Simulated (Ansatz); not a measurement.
# What each rung costs, and what it gives

The pair of H2O (SMILES O, atoms 1–3) and SiH4O (SMILES [SiH3]O, atoms 4–9), both closed shells, in one local arrangement (a lower one may exist), relaxed at PBE0-D4/def2-TZVP:

```
9
angstrom
O 0.1466 -0.0488 -2.2092
H -0.7520 0.0339 -2.5372
H 0.4295 -0.9400 -2.4275
Si -0.0839 0.0558 1.5455
O 0.6957 0.8926 0.3769
H 0.2785 -1.3923 1.5417
H 0.3096 0.6493 2.8460
H -1.5678 0.1345 1.4044
H 0.5439 0.6148 -0.5406
```

Interaction energies are counterpoise-corrected; the time is that of the whole pair.

Program: Ansatz 0.2.0. Basis: as named in each row. Cores are frozen in the correlated methods. B3LYP uses VWN-RPA correlation. Extrapolation: Hartree–Fock as exp(−7.88 √X), correlation as X^−2.97.

Times are rough, for one single point on 4 threads of a shared host (Arm Neoverse V1).

The estimate by CCSD(T) at an estimated basis limit (MP2 extrapolated from triple and quadruple zeta, plus CCSD(T) − MP2 in triple zeta) is -6.26 kcal/mol.

```json
{"method": "HF", "basis": "STO-3G", "time (s)": "under 1", "interaction energy (kcal/mol)": "-0.60", "method less estimate": "5.65"}
{"method": "PBE-D4", "basis": "STO-3G", "time (s)": "under 1", "interaction energy (kcal/mol)": "-7.29", "method less estimate": "-1.03"}
{"method": "SPW92", "basis": "def2-SVP", "time (s)": "under 1", "interaction energy (kcal/mol)": "-11.25", "method less estimate": "-4.99"}
{"method": "B3LYP-D4", "basis": "6-31G", "time (s)": "under 1", "interaction energy (kcal/mol)": "-9.89", "method less estimate": "-3.64"}
{"method": "PBE-D4", "basis": "def2-SVP", "time (s)": "under 1", "interaction energy (kcal/mol)": "-8.32", "method less estimate": "-2.06"}
{"method": "PBE0-D4", "basis": "def2-SVP", "time (s)": "under 1", "interaction energy (kcal/mol)": "-8.09", "method less estimate": "-1.83"}
{"method": "CCSD(T)", "basis": "def2-SVP", "time (s)": "under 1", "interaction energy (kcal/mol)": "-5.98", "method less estimate": "0.28"}
{"method": "PBE-D4", "basis": "def2-TZVPPD", "time (s)": "1", "interaction energy (kcal/mol)": "-6.74", "method less estimate": "-0.48"}
{"method": "revPBE-D4", "basis": "def2-TZVPPD", "time (s)": "1", "interaction energy (kcal/mol)": "-5.80", "method less estimate": "0.46"}
{"method": "BLYP-D4", "basis": "def2-TZVPPD", "time (s)": "2", "interaction energy (kcal/mol)": "-6.15", "method less estimate": "0.11"}
{"method": "PBE0-D4", "basis": "def2-TZVPPD", "time (s)": "2", "interaction energy (kcal/mol)": "-6.68", "method less estimate": "-0.43"}
{"method": "HSE06-D4", "basis": "def2-TZVPPD", "time (s)": "2", "interaction energy (kcal/mol)": "-6.67", "method less estimate": "-0.41"}
{"method": "wB97M-V", "basis": "def2-SVP", "time (s)": "2", "interaction energy (kcal/mol)": "-7.64", "method less estimate": "-1.38"}
{"method": "B3LYP-D4", "basis": "def2-TZVPPD", "time (s)": "2", "interaction energy (kcal/mol)": "-6.46", "method less estimate": "-0.20"}
{"method": "r2SCAN-D4", "basis": "def2-TZVPPD", "time (s)": "2", "interaction energy (kcal/mol)": "-6.71", "method less estimate": "-0.45"}
{"method": "B2PLYP", "basis": "def2-TZVPPD", "time (s)": "3", "interaction energy (kcal/mol)": "-5.71", "method less estimate": "0.55"}
{"method": "B97M-V", "basis": "def2-TZVPPD", "time (s)": "4", "interaction energy (kcal/mol)": "-6.51", "method less estimate": "-0.25"}
{"method": "wB97X-V", "basis": "def2-TZVPPD", "time (s)": "5", "interaction energy (kcal/mol)": "-6.24", "method less estimate": "0.01"}
{"method": "wB97M-V", "basis": "def2-TZVPPD", "time (s)": "6", "interaction energy (kcal/mol)": "-6.31", "method less estimate": "-0.05"}
{"method": "MP2", "basis": "def2-QZVPPD", "time (s)": "10", "interaction energy (kcal/mol)": "-6.09", "method less estimate": "0.16"}
{"method": "CCSD(T)", "basis": "def2-TZVPPD", "time (s)": "49", "interaction energy (kcal/mol)": "-5.80", "method less estimate": "0.45"}
```

T1 diagnostic: at most 0.012.
